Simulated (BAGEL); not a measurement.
# HF/STO-3G (density fitting with qzvpp-jkfit) run of SiP2H6 (SMILES P[SiH2]P)

Aim: the energy change on altering one bond length of SiP2H6 at HF/STO-3G (density fitting with qzvpp-jkfit), from 2 runs. 

The calculation is run with BAGEL 1.2.2.

2 further runs of the same task are left out: 2 set aside as unsound or not needed.

## Step 1: The system as given

SiP2H6: 9 atoms, total charge 0, spin state singlet. As SMILES, `P[SiH2]P`. The shape is that of a GFN2-xTB optimisation. This is one conformer, not always the lowest.

Bond lengths: P1–Si2 2.244 Å, Si2–P3 2.244 Å, P1–H4 1.384 Å, P1–H5 1.382 Å, Si2–H6 1.466 Å, Si2–H7 1.472 Å, P3–H8 1.384 Å, P3–H9 1.382 Å. Some angles: P1–Si2–P3 107.6°, P1–Si2–H6 107.2°, P1–Si2–H7 113.4°, P3–Si2–H6 107.2°, P3–Si2–H7 113.4°, Si2–P1–H4 95.6°, Si2–P1–H5 94.5°, Si2–P3–H8 95.6°, Si2–P3–H9 94.5°, H6–Si2–H7 107.7°.

## Step 2: The energy at HF/STO-3G (density fitting with qzvpp-jkfit)

input.json

```json
{ "bagel" : [

{
  "title" : "molecule",
  "basis" : "sto-3g",
  "df_basis" : "qzvpp-jkfit",
  "angstrom" : true,
  "geometry" : [
    { "atom" : "P", "xyz" : [   -1.502380,    0.734570,   -1.096900 ] },
    { "atom" : "Si", "xyz" : [    0.326950,    0.527530,    0.186000 ] },
    { "atom" : "P", "xyz" : [   -0.051420,   -1.137600,    1.641770 ] },
    { "atom" : "H", "xyz" : [   -1.271870,   -0.406230,   -1.846510 ] },
    { "atom" : "H", "xyz" : [   -0.888480,    1.547490,   -2.030420 ] },
    { "atom" : "H", "xyz" : [    0.453020,    1.763800,    0.964350 ] },
    { "atom" : "H", "xyz" : [    1.568430,    0.357860,   -0.587280 ] },
    { "atom" : "H", "xyz" : [    0.099720,   -2.159820,    0.720430 ] },
    { "atom" : "H", "xyz" : [    1.266050,   -1.227610,    2.048550 ] }
  ]
},
{ "title" : "hf" },
{ "title" : "print", "file" : "orbitals.molden", "orbitals" : true }

]}
```

On the command line:

```
BAGEL_NUM_THREADS=1 BAGEL input.json > input.out
```

Output:

```text
* using 1 threads per process

  ===============================================================
  ===============================================================

  *** Geometry ***

  { "atom" : "P", "xyz" : [     -2.839087,      1.388136,     -2.072841 ] },
  { "atom" : "Si", "xyz" : [      0.617846,      0.996887,      0.351489 ] },
  { "atom" : "P", "xyz" : [     -0.097170,     -2.149752,      3.102496 ] },
  { "atom" : "H", "xyz" : [     -2.403486,     -0.767663,     -3.489398 ] },
  { "atom" : "H", "xyz" : [     -1.678984,      2.924332,     -3.836938 ] },
  { "atom" : "H", "xyz" : [      0.856084,      3.333099,      1.822357 ] },
  { "atom" : "H", "xyz" : [      2.963903,      0.676257,     -1.109798 ] },
  { "atom" : "H", "xyz" : [      0.188443,     -4.081468,      1.361415 ] },
  { "atom" : "H", "xyz" : [      2.392488,     -2.319847,      3.871198 ] },

  Number of auxiliary basis functions:      492

  Since a DF basis is specified, we compute 2- and 3-index integrals:
    o Being stored without compression. Storage requirement is 0.004 GB

  Number of basis functions:       33
  Number of electrons      :       50

    * METHOD: MOLECULE                             0.15

  *** RHF ***

  === Nuclear Repulsion ===
   196.2492261955

      * DIIS with orbital gradients will be used.

  === RHF iteration (sto-3g) ===
      0       -962.91747365          0.00558202           0.03
      1       -962.93424801          0.00123319           0.03
      2       -962.93519293          0.00030990           0.02
      3       -962.93528111          0.00003287           0.03
      4       -962.93528259          0.00000645           0.02
      5       -962.93528265          0.00000065           0.02
      6       -962.93528265          0.00000016           0.02
      7       -962.93528265          0.00000002           0.03
      8       -962.93528265          0.00000000           0.03
    * SCF iteration converged.

    * Permanent dipole moment:
           (   -0.423120,     0.072752,     0.273523) a.u.

    * METHOD: HF                                   0.30

    * METHOD: PRINT                                0.00

  ===============================================================
```

It took 0.62 s on 1 thread of Arm Neoverse V2, shared host.

## Step 3: The distorted shape

input.json

```json
{ "bagel" : [

{
  "title" : "molecule",
  "basis" : "sto-3g",
  "df_basis" : "qzvpp-jkfit",
  "angstrom" : true,
  "geometry" : [
    { "atom" : "P", "xyz" : [   -1.874785,    0.785466,   -0.864941 ] },
    { "atom" : "Si", "xyz" : [   -0.045455,    0.578426,    0.417959 ] },
    { "atom" : "P", "xyz" : [   -0.423825,   -1.086704,    1.873729 ] },
    { "atom" : "H", "xyz" : [   -1.644275,   -0.355334,   -1.614551 ] },
    { "atom" : "H", "xyz" : [   -1.260885,    1.598386,   -1.798461 ] },
    { "atom" : "H", "xyz" : [    0.080615,    1.814696,    1.196309 ] },
    { "atom" : "H", "xyz" : [    1.568430,    0.357860,   -0.587280 ] },
    { "atom" : "H", "xyz" : [   -0.272685,   -2.108924,    0.952389 ] },
    { "atom" : "H", "xyz" : [    0.893645,   -1.176714,    2.280509 ] }
  ]
},
{ "title" : "hf" },
{ "title" : "print", "file" : "orbitals.molden", "orbitals" : true }

]}
```

On the command line:

```
BAGEL_NUM_THREADS=1 BAGEL input.json > input.out
```

Output:

```text
* using 1 threads per process

  ===============================================================
  ===============================================================

  *** Geometry ***

  { "atom" : "P", "xyz" : [     -3.542830,      1.484316,     -1.634502 ] },
  { "atom" : "Si", "xyz" : [     -0.085898,      1.093067,      0.789828 ] },
  { "atom" : "P", "xyz" : [     -0.800913,     -2.053573,      3.540835 ] },
  { "atom" : "H", "xyz" : [     -3.107229,     -0.671484,     -3.051059 ] },
  { "atom" : "H", "xyz" : [     -2.382727,      3.020512,     -3.398599 ] },
  { "atom" : "H", "xyz" : [      0.152340,      3.429278,      2.260696 ] },
  { "atom" : "H", "xyz" : [      2.963903,      0.676257,     -1.109798 ] },
  { "atom" : "H", "xyz" : [     -0.515300,     -3.985289,      1.799754 ] },
  { "atom" : "H", "xyz" : [      1.688744,     -2.223667,      4.309537 ] },

  Number of auxiliary basis functions:      492

  Since a DF basis is specified, we compute 2- and 3-index integrals:
    o Being stored without compression. Storage requirement is 0.004 GB

  Number of basis functions:       33
  Number of electrons      :       50

    * METHOD: MOLECULE                             0.15

  *** RHF ***

  === Nuclear Repulsion ===
   194.5083653752

      * DIIS with orbital gradients will be used.

  === RHF iteration (sto-3g) ===
      0       -962.83416925          0.00697249           0.02
      1       -962.86054145          0.00178791           0.02
      2       -962.86224244          0.00044588           0.02
      3       -962.86240894          0.00005242           0.02
      4       -962.86241196          0.00001230           0.02
      5       -962.86241213          0.00000237           0.02
      6       -962.86241213          0.00000046           0.02
      7       -962.86241213          0.00000007           0.02
      8       -962.86241213          0.00000001           0.02
      9       -962.86241213          0.00000000           0.02
    * SCF iteration converged.

    * Permanent dipole moment:
           (   -0.226654,     0.072687,     0.169426) a.u.

    * METHOD: HF                                   0.31

    * METHOD: PRINT                                0.00

  ===============================================================
```

Wall time 0.64 s (1 thread of Arm Neoverse V2, shared host).

## Step 4: Summary of results

Level: HF/STO-3G (density fitting with qzvpp-jkfit).

```
                                                          quantity          value
                                         first shape: total energy  -962.93528 Eh
                                        first shape: dipole moment         1.29 D
                                          first shape: HOMO energy       -7.24 eV
                                          first shape: LUMO energy       10.19 eV
                                        first shape: HOMO–LUMO gap       17.44 eV
                                     distorted shape: total energy  -962.86241 Eh
                                    distorted shape: dipole moment         0.74 D
                                      distorted shape: HOMO energy       -7.08 eV
                                      distorted shape: LUMO energy        7.97 eV
                                    distorted shape: HOMO–LUMO gap       15.05 eV
energy change with the Si2–H7 bond stretched from 1.472 to 1.914 Å       1.983 eV
```

In words: With the Si2–H7 bond stretched from 1.472 to 1.914 Å the energy rises by 1.98 eV (191 kJ/mol). The first shape isn't relaxed at this level, so the change isn't measured from a minimum. The minimal basis adds a large error of its own.
